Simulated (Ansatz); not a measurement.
Isomers of C$_{3}$H$_{5}$NO, relaxed with PBE0-D4/def2-TZVP in Ansatz; electronic energies, one conformer each and not always the lowest. Functionals use def2-TZVPP; CBS adds triple-zeta CCSD(T) − MP2 to the MP2 limit of def2-TZVPP and def2-QZVPP.

Question: Order them by energy at frozen-core CCSD(T)/CBS, lowest first. (Estimate.)
A. `N/C=C1/CO1`
B. `CC1=NCO1`
C. `CCOC#N`
D. `COC1=NC1`
E. `NC1CC1=O`
F. `CC1=C(O)N1`
G. `N=C1CCO1`
H. `C1=NCCO1`

Answer: H (0.0 kcal/mol), G (9.5 kcal/mol), C (10.8 kcal/mol), B (15.2 kcal/mol), E (32.8 kcal/mol), A (40.0 kcal/mol), D (41.1 kcal/mol), F (64.1 kcal/mol).

Question: How do B2PLYP, PBE0-D4, PBE-D4, r2SCAN-D4 place them (kcal/mol, against `C1=NCCO1`)? (An estimate is asked.)

Answer: Computed: 
```
      isomer  B2PLYP  PBE0-D4  PBE-D4  r2SCAN-D4
`CC1=C(O)N1`    63.8     63.0    59.9       63.4
  `COC1=NC1`    39.2     40.8    38.6       39.7
  `N=C1CCO1`     8.7      8.2     7.2        8.1
  `NC1CC1=O`    31.6     30.5    28.7       30.7
  `CC1=NCO1`    14.9     14.8    13.9       14.7
    `CCOC#N`     8.1     14.8    13.3       12.3
`N/C=C1/CO1`    38.9     38.1    35.4       37.6
```
